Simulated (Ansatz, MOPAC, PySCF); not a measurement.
System: beryllium hydride, BeH, net charge 0, doublet state. SMILES: [BeH]
Geometry: optimised at B3LYP-D3(BJ)/def2-TZVP (Ansatz, a first-principles code).

Wanted: vertical ionisation energy to the singlet, in eV. Conventions: 6-311+G** with 5d; frozen cores in correlated levels; non-relativistic; spin-orbit terms left out; each state is the SCF solution reached for its charge and spin; UHF or UKS for open shells; six Cartesian d functions in 6-31G* and its kin unless marked 5d. Basis-set limits of correlation are two-point, X^-3; Hartree-Fock from the larger set. Ab initio and DFT rows: single points at B3LYP-D3(BJ) geometries (Ansatz). Semi-empirical rows: differences of heats of formation at the shared geometry for vertical values.

Coupled cluster (Ansatz) is a level with limits of its own, used here on species with T1 under 0.025 (0.045 for open shells) and stable references: CCSD(T)/CBS(def2-TZVPPD,def2-QZVPPD).

Value to compare with, CCSD(T)/CBS(def2-TZVPPD,def2-QZVPPD) (Ansatz): 8.30 eV.

| level | program | vertical ionisation energy to the singlet (eV) | difference |
|---|---|---|---|
| AM1 | MOPAC | 8.87 | 0.57 |
| MNDO | MOPAC | 7.81 | -0.49 |
| HF/6-31G* | Ansatz | 8.11 | -0.19 |
| HF/6-311+G** | Ansatz | 8.16 | -0.14 |
| B3LYP/6-31G* | Ansatz | 8.44 | 0.14 |
| MP2/6-311+G** | Ansatz | 8.23 | -0.07 |
| M06-2X/def2-TZVPD | PySCF | 8.27 | -0.03 |

Among the 6 habitual levels, AM1 lies farthest from CCSD(T)/CBS(def2-TZVPPD,def2-QZVPPD) (Ansatz) (0.57 eV) and MP2/6-311+G** nearest (-0.07); 2 of 6 lie above it, and their mean absolute difference is 0.27 eV, the median 0.17. One case shows no general order.

The levels are drawn from those run, B3LYP/6-31G* more often than the rest, none by its result; runs whose electronic state is in doubt are left out.
